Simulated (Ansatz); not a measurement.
Basis-set extrapolation for C4H4F2 (`FC1(F)C=CC1`) (PBE0-D4/def2-TZVP geometry, frozen core, Ansatz). Multiplicity 1, RHF reference.

|  | def2-TZVPP | def2-QZVPP |
| --- | --- | --- |
| HF | -352.767984 | -352.783150 |
| MP2 correlation | -1.129364 | -1.219030 |
| CCSD(T) correlation | -1.200430 | not run |

Energies in hartree. Use E(X) = E(∞) + A·exp(−7.88·√X) for Hartree–Fock and E(X) = E(∞) + B·X^(−2.97) for correlation, with X = 3 and 4, and add CCSD(T) minus MP2 of the smaller set to the MP2 limit.

**Question.** What is the CCSD(T) energy at the basis-set limit?

**Answer.** HF limit: -352.783150 + (-0.015166) × 0.13774 = -352.78524. MP2 limit: -1.219030 + (-0.089666) × 0.74074 = -1.28545. Higher-order term: -1.200430 − (-1.129364) = -0.07107. Total: -354.14176 hartree, 455.1 kJ/mol below CCSD(T)/def2-TZVPP.
